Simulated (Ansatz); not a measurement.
Born–Oppenheimer molecular dynamics of ClH5Si2 (8 atoms, charge 0, multiplicity 1). It starts from a relaxed structure.

These are results of Ansatz, RKS PBE0-D4/STO-3G, not measurements.

* ensemble: NVE (velocity Verlet)
* time step: 0.5 fs
* steps asked: 250
* starting velocities drawn for: 300 K
* masses: H 2.014 u
* seed: 5666

First frame:

```xyz
8
Properties=species:S:1:pos:R:3
Si 0.003 0.035 -0.014
Cl -0.076 -0.398 2.048
Si 2.131 0.001 -0.744
H 2.711 -1.304 -0.543
H 2.143 0.305 -2.156
H 2.921 0.987 -0.048
H -0.624 1.330 -0.170
H -0.832 -0.956 -0.658
```

(1) How far do the bonds stretch over the last three quarters of this one trajectory? (Pairs bonded in most of those frames.)

## Answers

(1) 
```json
{"bond": "Si1–Cl2", "mean (Å)": "2.103", "spread (Å)": "0.046", "shortest": "2.04", "longest": "2.18"}
{"bond": "Si1–Si3", "mean (Å)": "2.243", "spread (Å)": "0.029", "shortest": "2.20", "longest": "2.30"}
{"bond": "Si1–H7", "mean (Å)": "1.448", "spread (Å)": "0.007", "shortest": "1.43", "longest": "1.46"}
{"bond": "Si1–H8", "mean (Å)": "1.448", "spread (Å)": "0.014", "shortest": "1.43", "longest": "1.47"}
{"bond": "Si3–H4", "mean (Å)": "1.442", "spread (Å)": "0.008", "shortest": "1.43", "longest": "1.46"}
{"bond": "Si3–H5", "mean (Å)": "1.444", "spread (Å)": "0.008", "shortest": "1.43", "longest": "1.46"}
{"bond": "Si3–H6", "mean (Å)": "1.443", "spread (Å)": "0.011", "shortest": "1.42", "longest": "1.46"}
```

Mean temperature of the second half: 147 K. The conserved energy stayed within 0.03 meV per atom of its start (net change 0.014 meV per atom), so the integration is sound. Over the second half the temperature averaged 0.49 of the 300 K drawn at the start: a run that starts near a minimum puts about half its kinetic energy into the potential. A run of 0.12 ps of so small a system gives no equilibrium averages. Limits of this set-up: minimal basis.

Run time: 4.8 min on 1 thread of Arm Neoverse V1, on a shared host, peak memory 0.09 GiB.
